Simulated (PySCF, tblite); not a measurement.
Compound: C4H8P (charge -1).
Atom-mapped SMILES: `[PH-:1][CH:2]1[CH2:3][CH2:4][CH2:5]1` (hydrogens: H6 on P1; H7 on C2; H8, H9 on C3; H10, H11 on C4; H12, H13 on C5)

Structure optimised with GFN2-xTB, isolated species.

(1) Give the optimised bond lengths and angles.

Results:

(1) 
```
         bond  length (bohr)
        P1–C2          3.521
        C2–C3          2.906
 C3–C4, C4–C5          2.893
        C2–C5          2.923
        P1–H6          2.573
        C2–H7          2.071
C3–H8, C5–H13          2.063
C3–H9, C5–H12          2.058
       C4–H10          2.066
       C4–H11          2.065
```

Bonds in one row agree within 0.02 bohr and their mean is given. A selection of angles:
```
     angle  degrees
  C2–P1–H6     92.6
  P1–C2–C3    116.2
  P1–C2–C5    119.6
  P1–C2–H7    109.3
  C3–C2–C5     88.6
  C3–C2–H7    111.1
  C2–C3–C4     89.3
  C2–C3–H8    116.8
  C2–C3–H9    110.8
  C4–C3–H8    117.0
  C4–C3–H9    112.6
  H8–C3–H9    109.1
  C3–C4–C5     89.4
 C3–C4–H10    116.7
 C3–C4–H11    112.3
H10–C4–H11    108.6
```

Torsions: P1–C2–C3–C4 137° (anticlinal); C2–C3–C4–C5 -15° (synperiplanar); C3–C4–C5–C2 14° (synperiplanar); P1–C2–C5–C4 -134° (anticlinal). The mirror-image conformer, all signs reversed, is as good.

The 4-membered ring C2–C3–C4–C5 has internal angles of 88.6° to 89.4°; it is puckered, 0.10 Å rms from its mean plane, widest ring torsion 15°.

Its GFN2-xTB frequencies are all real (lowest 110 cm⁻¹). Torsions: H–P1–C2–C3 179°, P1–C2–C3–C4 137°, C2–C3–C4–C5 -15°, C3–C4–C5–C2 14°, P1–C2–C5–C4 -134°. 2 starts were optimised and ended at 0.00 and 0.66 kcal/mol (GFN2-xTB); the lowest of these is shown.

The numbers are calculated, not measured.
